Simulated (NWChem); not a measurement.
System: acetic acid (C$_{2}$H$_{4}$O$_{2}$); SMILES CC(=O)O

NWChem input:

```
start job
memory heap 200 mb stack 900 mb global 1100 mb
geometry units angstroms noautoz
  C     -0.035619     1.395438     0.000000
  C      0.111382    -0.106508     0.000000
  O     -1.099189    -0.722263     0.000000
  O      1.153353    -0.722081     0.000000
  H      0.951798     1.857556     0.000000
  H     -0.599266     1.717130    -0.882084
  H     -0.599266     1.717130     0.882084
  H     -0.911881    -1.679917     0.000000
end
basis spherical
  * library 6-31g*
end
dft
  xc pbe0
  iterations 200
  cgmin
end
task dft gradient
```

Excerpt of the output:

```
             Northwest Computational Chemistry Package (NWChem) 7.3.0
             --------------------------------------------------------

 CS  symmetry detected

                             Geometry "geometry" -> ""
                             -------------------------

 Output coordinates in angstroms (scale by  1.889725989 to convert to a.u.)

  No.       Tag          Charge          X              Y              Z
 ---- ---------------- ---------- -------------- -------------- --------------
    1 C                    6.0000    -0.01632960     1.40214573     0.00000000
    2 C                    6.0000     0.11906646    -0.10089086     0.00000000
    3 O                    8.0000    -1.09622433    -0.70727743     0.00000000
    4 O                    8.0000     1.15625189    -0.72449335     0.00000000
    5 H                    1.0000     0.97462720     1.85662345     0.00000000
    6 H                    1.0000    -0.57747514     1.72818156    -0.88208400
    7 H                    1.0000    -0.57747514     1.72818156     0.88208400
    8 H                    1.0000    -0.91631853    -1.66634957     0.00000000

 Effective nuclear repulsion energy (a.u.)     120.7189567439

      Symmetry information
      --------------------

 Group name             Cs
 Group number              2
 Group order               2
 No. of unique centers     7

                                 NWChem DFT Module
                                 -----------------

 Summary of "ao basis" -> "ao basis" (spherical)
 ------------------------------------------------------------------------------
       Tag                 Description            Shells   Functions and Types
 ---------------- ------------------------------  ------  ---------------------
 C                           6-31g*                  6       14   3s2p1d
 O                           6-31g*                  6       14   3s2p1d
 H                           6-31g*                  2        2   2s

      Symmetry analysis of basis
      --------------------------

        a'         46
        a"         18

            General Information
            -------------------
          SCF calculation type: DFT
          Wavefunction type:  closed shell.
          No. of atoms     :     8
          No. of electrons :    32
           Alpha electrons :    16
            Beta electrons :    16
          Charge           :     0
          Spin multiplicity:     1
          Use of symmetry is: on ; symmetry adaption is: on
          Maximum number of iterations: 200
          AO basis - number of functions:    64
                     number of shells:    32
          Convergence on energy requested:  1.00D-06
          Convergence on density requested:  1.00D-05
          Convergence on gradient requested:  5.00D-04

              XC Information
              --------------
                         PBE0 Method XC Functional
                     Hartree-Fock (Exact) Exchange  0.250
          PerdewBurkeErnzerhof Exchange Functional  0.750
            Perdew 1991 LDA Correlation Functional  1.000 local
           PerdewBurkeErnz. Correlation Functional  1.000 non-local

             Grid Information
             ----------------
          Grid used for XC integration:  medium
          Radial quadrature: Mura-Knowles
          Angular quadrature: Lebedev.
          Tag              B.-S. Rad. Rad. Pts. Rad. Cut. Ang. Pts.
          ---              ---------- --------- --------- ---------
          C                   0.70       49           9.0       434
          O                   0.60       49           9.0       434
          H                   0.35       45          10.0       434
          Grid pruning is: on
          Number of quadrature shells:   331
          Spatial weights used:  Erf1

      Superposition of Atomic Density Guess
      -------------------------------------

 Sum of atomic energies:        -226.82214292

      Non-variational initial energy
      ------------------------------

 Total energy =    -228.706261
 1-e energy   =    -548.513077
 2-e energy   =     199.087859
 HOMO         =      -0.382695
 LUMO         =       0.051072

      Symmetry analysis of molecular orbitals - initial
      -------------------------------------------------

  Numbering of irreducible representations:

     1 a'          2 a"

  Orbital symmetries:

     1 a'          2 a'          3 a'          4 a'          5 a'
     6 a'          7 a'          8 a'          9 a'         10 a'
    11 a"         12 a'         13 a"         14 a'         15 a"
    16 a'         17 a"         18 a'         19 a'         20 a'
    21 a"         22 a'         23 a'         24 a'         25 a"
    26 a'

 ----------------------------------------------
         Quadratically convergent ROKS

 Convergence threshold     :          5.000E-04
 Maximum no. of iterations :          200
 Final Fock-matrix accuracy:          1.000E-08
 ----------------------------------------------

[...]

                         DFT ENERGY GRADIENTS

    atom               coordinates                        gradient
                 x          y          z           x          y          z
   1 C      -0.030858   2.649671   0.000000   -0.000066   0.004242   0.000000
   2 C       0.225003  -0.190656   0.000000    0.000732   0.002948   0.000000
   3 O      -2.071564  -1.336561   0.000000   -0.006731  -0.001416   0.000000
   4 O       2.184999  -1.369094   0.000000    0.006522  -0.003917   0.000000
   5 H       1.841778   3.508510   0.000000    0.000113   0.000368   0.000000
   6 H      -1.091270   3.265790  -1.666897   -0.000155   0.000423  -0.000283
   7 H      -1.091270   3.265790   1.666897   -0.000155   0.000423   0.000283
   8 H      -1.731591  -3.148944   0.000000   -0.000262  -0.003070   0.000000
```

Level: PBE0/6-31G* (spherical d). All runs use the structure optimised with B3LYP/6-31G* (spherical d).
